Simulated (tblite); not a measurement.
A geometry optimisation, step by step.

C2HO3 (doublet state).
Numbering: `[O:1]=[C:2][O:3][CH:4]=[O:5]` (hydrogens: H6 on C4)
Bond orders are those of one Lewis drawing.

Computed with GFN2-xTB (tblite), gas phase: L-BFGS steps from a force-field or distance-geometry start until the largest atomic force falls under 0.01 eV/Å. 14 of its 19 geometries are shown.

Step 0: E = -458.5573 eV, largest atomic force 6.708 eV/Å
```
atom  x, y, z in Å  |  force x, y, z in eV/Å
O1     -1.677    0.582    0.502   -0.106  -5.515  -0.532
C2     -1.429   -0.640    0.319    2.380   6.023   0.025
O3     -0.112   -0.968   -0.044   -0.220  -0.107  -0.090
C4      0.857    0.026   -0.234   -4.181   4.928   1.798
O5      0.496    1.225   -0.018    2.263  -4.664  -1.136
H6      1.868   -0.223   -0.520   -0.136  -0.666  -0.065
```

Step 1: E = -458.7432 eV, largest atomic force 8.668 eV/Å
```
atom  x, y, z in Å  |  force x, y, z in eV/Å
O1     -1.679    0.503    0.495   -3.136   7.731   1.546
C2     -1.395   -0.554    0.319    3.568  -7.729  -1.631
O3     -0.115   -0.970   -0.045    0.227   0.271  -0.127
C4      0.798    0.097   -0.208    2.332  -7.762  -1.214
O5      0.528    1.159   -0.035   -1.607   7.959   1.135
H6      1.866   -0.233   -0.521   -1.385  -0.469   0.291
```

Step 3: E = -459.4120 eV, largest atomic force 0.952 eV/Å
```
atom  x, y, z in Å  |  force x, y, z in eV/Å
O1     -1.710    0.533    0.505   -0.518  -0.627   0.067
C2     -1.349   -0.582    0.305    0.559   0.548  -0.069
O3     -0.112   -0.967   -0.048    0.291   0.149  -0.112
C4      0.807    0.060   -0.211    0.009   0.869   0.149
O5      0.528    1.203   -0.031    0.446  -0.424  -0.182
H6      1.840   -0.244   -0.516   -0.787  -0.515   0.147
```

Step 4: E = -459.4706 eV, largest atomic force 1.448 eV/Å
```
atom  x, y, z in Å  |  force x, y, z in eV/Å
O1     -1.737    0.521    0.511   -0.227  -0.390   0.022
C2     -1.315   -0.571    0.298   -0.350   0.047   0.103
O3     -0.102   -0.962   -0.052    0.351   0.304  -0.071
C4      0.808    0.078   -0.206    0.435  -0.853  -0.195
O5      0.543    1.201   -0.037   -0.097   1.436   0.158
H6      1.806   -0.265   -0.509   -0.111  -0.544  -0.017
```

Step 6: E = -459.5130 eV, largest atomic force 0.724 eV/Å
```
atom  x, y, z in Å  |  force x, y, z in eV/Å
O1     -1.761    0.502    0.515   -0.274   0.209   0.094
C2     -1.306   -0.567    0.297   -0.264  -0.674   0.003
O3     -0.086   -0.947   -0.057    0.045   0.350   0.035
C4      0.814    0.084   -0.206    0.027   0.371  -0.014
O5      0.555    1.224   -0.038    0.229   0.119  -0.032
H6      1.788   -0.295   -0.507    0.237  -0.375  -0.086
```

Step 7: E = -459.5468 eV, largest atomic force 0.566 eV/Å
```
atom  x, y, z in Å  |  force x, y, z in eV/Å
O1     -1.792    0.485    0.522    0.084  -0.555  -0.070
C2     -1.310   -0.581    0.298   -0.224   0.198   0.074
O3     -0.071   -0.920   -0.059   -0.478   0.119   0.153
C4      0.821    0.107   -0.206    0.261   0.119  -0.104
O5      0.576    1.249   -0.041    0.277   0.066  -0.051
H6      1.780   -0.338   -0.509    0.079   0.053  -0.002
```

Step 8: E = -459.5564 eV, largest atomic force 0.508 eV/Å
```
atom  x, y, z in Å  |  force x, y, z in eV/Å
O1     -1.803    0.475    0.523    0.023  -0.505  -0.050
C2     -1.314   -0.587    0.298   -0.148   0.289   0.064
O3     -0.072   -0.909   -0.057   -0.393   0.020   0.116
C4      0.827    0.116   -0.207    0.183   0.009  -0.079
O5      0.587    1.259   -0.043    0.300   0.023  -0.067
H6      1.778   -0.352   -0.510    0.035   0.164   0.016
```

Step 10: E = -459.5740 eV, largest atomic force 0.292 eV/Å
```
atom  x, y, z in Å  |  force x, y, z in eV/Å
O1     -1.836    0.446    0.530   -0.280   0.034   0.077
C2     -1.323   -0.597    0.300   -0.021   0.061   0.014
O3     -0.084   -0.886   -0.052    0.090  -0.077  -0.036
C4      0.843    0.132   -0.212   -0.084  -0.129   0.022
O5      0.628    1.280   -0.051    0.237  -0.110  -0.078
H6      1.775   -0.372   -0.510    0.058   0.221   0.002
```

Step 11: E = -459.5827 eV, largest atomic force 0.364 eV/Å
```
atom  x, y, z in Å  |  force x, y, z in eV/Å
O1     -1.866    0.428    0.536   -0.300   0.183   0.094
C2     -1.329   -0.600    0.302    0.010  -0.050  -0.003
O3     -0.090   -0.876   -0.050    0.193  -0.001  -0.063
C4      0.851    0.136   -0.215   -0.123  -0.094   0.053
O5      0.661    1.289   -0.059    0.095  -0.159  -0.051
H6      1.775   -0.376   -0.510    0.125   0.121  -0.031
```

Step 12: E = -459.5879 eV, largest atomic force 0.230 eV/Å
```
atom  x, y, z in Å  |  force x, y, z in eV/Å
O1     -1.893    0.415    0.542   -0.190   0.116   0.059
C2     -1.334   -0.601    0.303    0.011  -0.012   0.001
O3     -0.092   -0.867   -0.049    0.134   0.064  -0.043
C4      0.855    0.137   -0.216   -0.060  -0.040   0.044
O5      0.689    1.294   -0.065   -0.035  -0.150  -0.016
H6      1.778   -0.376   -0.510    0.141   0.022  -0.045
```

Step 14: E = -459.5908 eV, largest atomic force 0.096 eV/Å
```
atom  x, y, z in Å  |  force x, y, z in eV/Å
O1     -1.911    0.411    0.546   -0.030  -0.028   0.005
C2     -1.337   -0.598    0.305    0.012   0.065   0.004
O3     -0.092   -0.862   -0.049   -0.029   0.026   0.005
C4      0.857    0.133   -0.216    0.079  -0.020  -0.013
O5      0.700    1.290   -0.069   -0.094  -0.002   0.021
H6      1.787   -0.372   -0.513    0.061  -0.041  -0.022
```

Step 15: E = -459.5914 eV, largest atomic force 0.085 eV/Å
```
atom  x, y, z in Å  |  force x, y, z in eV/Å
O1     -1.914    0.412    0.547    0.008  -0.055  -0.006
C2     -1.337   -0.596    0.305    0.003   0.068   0.005
O3     -0.091   -0.862   -0.049   -0.054  -0.010   0.014
C4      0.858    0.131   -0.216    0.081  -0.001  -0.026
O5      0.696    1.288   -0.068   -0.057   0.029   0.019
H6      1.791   -0.371   -0.514    0.018  -0.031  -0.006
```

Step 17: E = -459.5918 eV, largest atomic force 0.022 eV/Å
```
atom  x, y, z in Å  |  force x, y, z in eV/Å
O1     -1.917    0.412    0.548    0.009  -0.020  -0.003
C2     -1.336   -0.594    0.305   -0.003   0.019   0.001
O3     -0.092   -0.861   -0.049   -0.011  -0.007   0.005
C4      0.862    0.131   -0.217    0.006   0.008  -0.009
O5      0.693    1.287   -0.068    0.002   0.003   0.002
H6      1.794   -0.373   -0.515   -0.003  -0.002   0.004
```

Step 18: E = -459.5918 eV, largest atomic force 0.005 eV/Å
```
atom  x, y, z in Å  |  force x, y, z in eV/Å
O1     -1.917    0.411    0.548    0.002  -0.005   0.000
C2     -1.336   -0.594    0.305   -0.001   0.005   0.000
O3     -0.092   -0.861   -0.049    0.000   0.000   0.001
C4      0.862    0.131   -0.217   -0.003   0.002  -0.004
O5      0.694    1.288   -0.068    0.002  -0.002   0.000
H6      1.793   -0.373   -0.515    0.000   0.000   0.002
```

**Question.** Summarise the path.

**Answer.** The energy falls by 1.0345 eV from step 0 to step 18; nine tenths of that is first reached at step 5. It falls at every step. The largest force goes from 6.708 to 0.005 eV/Å. Among the bonds C4=O5 changes most, from 1.271 to 1.178 Å; the atoms move by 0.181 Å rms after alignment.

What follows is the cost of the whole relaxation. Time: under 0.1 s wall. Hardware: one thread of an Intel Xeon at 2.70 GHz, shared host.
